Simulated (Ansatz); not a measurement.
# BCN (quintet): from Hartree-Fock to the top rungs, def2-QZVPP

An exercise on one series of results from a longer session: the logs are not shown, and one member is left open.

Computed with Ansatz 0.2.0, Gaussian basis. Level: def2-QZVPP, core rule «outside noble gas», up to 3 orbitals frozen.

To be run: UHF; ROHF; CCSD(T) on UHF.

2 further runs of the same task are left out: 2 set aside as unsound or not needed.

### The geometry

The geometry is a PBE0/def2-TZVP stationary point (not a proven minimum) of the parent state, kept for this charge and spin.

3 atoms, charge 0, spin multiplicity 5.

Atoms are counted from 1 here; the program's logs count them from 0.

Bond lengths: B1–C2 1.451 Å, C2–N3 1.169 Å. Angles: B1–C2–N3 180.0°.

The first run:

in.yaml reads:

```yaml
crystal:
  periodic: [false, false, false]
  atoms:
    - {symbol: B, position_ang: [0.000000, 0.000000, 1.356800]}
    - {symbol: C, position_ang: [0.000000, 0.000000, -0.094000]}
    - {symbol: N, position_ang: [0.000000, 0.000000, -1.262800]}
basis:
  gaussian: {orbitals: "def2-QZVPP.json"}
magnetization: {spin_polarized: true, initial_magnetization: 4}
hamiltonian: {xc: hf}
output: {orbitals: {seedname: orbitals}}
```

Started as:

```
$ ansatz run in.yaml --threads 1 --pin off --events-out ev --progress --plain --max-ram 2393MiB
```

Steps of the session up to this table: UHF; ROHF; CCSD(T) on UHF.

One table of the session follows, with a row left open; its other results are not shown here.

| method | from UCCSD(T) (kcal/mol) |
| --- | --- |
| ROHF | ? |
| UHF | +232.31 |
| UMP2 | +27.09 |
| UCCSD | +10.44 |
| UCCSD(T) | 0 |

**Question.** Estimate the row for ROHF.

The run gave: from UCCSD(T) (kcal/mol): +239.41. In the column «from UCCSD(T) (kcal/mol)» it is the highest.
